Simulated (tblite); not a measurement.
3-chloropropionamide, C3H6ClNO.
Structure used (GFN2-xTB), in Å, numbered top down from 1:
```xyz
12
C3H6ClNO angstrom
N      1.6040    0.6913    0.3636
C      1.0037   -0.5163    0.3096
O      1.4339   -1.4956    0.8731
C     -0.2603   -0.5458   -0.5486
C     -1.4640   -0.0091    0.2130
Cl    -1.3559    1.7581    0.4561
H      1.1364    1.5179    0.0310
H      2.3929    0.8038    0.9795
H     -0.4613   -1.5873   -0.8051
H     -0.1071    0.0259   -1.4646
H     -2.3862   -0.1826   -0.3420
H     -1.5349   -0.4609    1.2025
```

All values are computed: GFN2-xTB (tblite) harmonic vibrations without scaling, gas phase. Against measured fundamentals such values can be off by several per cent, at times by over 20. One conformer, not necessarily the lowest.

Harmonic wavenumbers (cm⁻¹): 33.3, 123.7, 194.3, 296.9, 405.4, 432.0, 515.4, 557.3, 665.9, 684.7, 797.0, 927.9, 965.8, 1051.0, 1059.6, 1112.2, 1169.9, 1257.7, 1286.4, 1309.5, 1431.0, 1443.5, 1455.5, 1774.1, 2979.0, 2985.5, 2998.6, 3000.9, 3453.5, 3522.3.

A = 5554, B = 1766, C = 1484 MHz; mass 107.014 u (most abundant isotopes); point group C1, symmetry number 1.

Q: Zero-point energy?

A: Half the sum of the wavenumbers: 19945 cm⁻¹ = 238.59 kJ/mol.

Q: Give the ideal-gas entropy at 400 K and 1 bar in the rigid-rotor, harmonic-oscillator model (classical rotation).

A: Translation 173.24, rotation 118.70, vibration 95.59: S = 387.5 J/(mol K).

Q: And Cp and H(400 K) − H(0)?

A: Cp = 133.24 J/(mol K), of which vibrations give 99.99 (their classical limit is 30 R = 249.4); H(400 K) − H(0) = 33.01 kJ/mol without the zero-point energy, 19.71 from vibrations.

Q: What must be added to the electronic energy to get the Gibbs energy at 400 K and 1 bar?

A: ZPE + [H(400 K) − H(0)] − T·S = 238.59 + 33.01 − 155.01 = 116.59 kJ/mol.

Q: Which modes carry the vibrational entropy at 400 K?

A: 33.3 cm⁻¹: 25.96; 123.7 cm⁻¹: 15.12; 194.3 cm⁻¹: 11.46; 296.9 cm⁻¹: 8.15; 405.4 cm⁻¹: 5.88; 432.0 cm⁻¹: 5.44 J/(mol K); the other 24 give 23.58 together.

Q: How do the functions run with temperature in this model?

A: 
```
T (K)  S (J/(mol K))  Cp (J/(mol K))  H − H(0) (kJ/mol)  G − H(0) (kJ/mol)  ln q(vib)
  100          267.9            56.6               4.51             -22.28       1.23
  200          314.7            81.8              11.40             -51.54       2.65
  300          352.9           108.4              20.91             -84.95       4.10
  500          419.6           154.3              47.42            -162.37       7.05
  800          502.3           197.0             100.73            -301.13      11.39
 1000          548.4           215.4             142.07            -406.30      14.09
```

q(vib) and H(0) count from the zero-point level.

Q: Blend soft modes into free rotors: weight 1/[1 + (100 cm⁻¹/ν̃)⁴] for the oscillator and the rest for a rotor with moment μB/(μ + B), μ = h/(8π²ν), B = 10⁻⁴⁴ kg m². What vibrational entropy results?

A: 86.57 J/(mol K) in place of 95.59, which changes −T·S at 400 K by +3.61 kJ/mol.

Hindered rotation and anharmonicity are outside this model. Other conformers, if any are populated, would add a mixing term that is left out. The structure is chiral; the term R ln 2 for an equal mix with its mirror image is left out.

Hardware: one thread, Arm Neoverse V2, no GPU, on a shared host. This covers the Hessian and the dipole derivatives.
